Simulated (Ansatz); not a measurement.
# H2N2O: the cost of one run

Program: Ansatz 0.2.0, Gaussian basis. Level of theory: SPW92/def2-SVP. These are calculated values, not measurements.

### 1 The starting structure

The start, a pair relaxed at PBE0-D4: SMILES `O.N#N`, 5 atoms, charge 0, spin multiplicity 1.

Atoms are counted from 1 here; the program's logs count them from 0.

Bond lengths: O1–H2 0.960 Å, O1–H3 0.959 Å, N4–N5 1.089 Å. Angles: H2–O1–H3 105.1°.

Geometry (Å):

| atom | x (Å) | y (Å) | z (Å) |
| --- | --- | --- | --- |
| O1 | -0.05086 | -0.23447 | -1.68455 |
| H2 | -0.09596 | -0.24658 | -0.72549 |
| H3 | 0.07732 | 0.68744 | -1.91655 |
| N4 | 0.06921 | -0.12180 | 2.70630 |
| N5 | 0.00039 | -0.08459 | 1.62019 |

### 2 Dynamics

md/in.yaml reads:

```yaml
crystal:
  periodic: [false, false, false]
  atoms:
    - {symbol: O, position_ang: [-0.050861, -0.234465, -1.684546]}
    - {symbol: H, position_ang: [-0.095958, -0.246581, -0.725489]}
    - {symbol: H, position_ang: [0.077323, 0.687442, -1.916550]}
    - {symbol: N, position_ang: [0.069205, -0.121802, 2.706300]}
    - {symbol: N, position_ang: [0.000390, -0.084594, 1.620186]}
basis:
  gaussian: {orbitals: def2-SVP}
hamiltonian: {xc: lda}
md: {n_steps: 30, timestep: 0.5, temperature: 700, ensemble: nvt_langevin, seed: 108, friction: 0.002, initial_velocities: maxwell_boltzmann}
```

Run with:

```console
$ ansatz run in.yaml --threads 2 --pin off --events-out ev --progress --plain --max-ram 5222MiB
```

**Question.** How long does this run take on 2 threads of Arm Neoverse V1, shared host?

About 8 s.
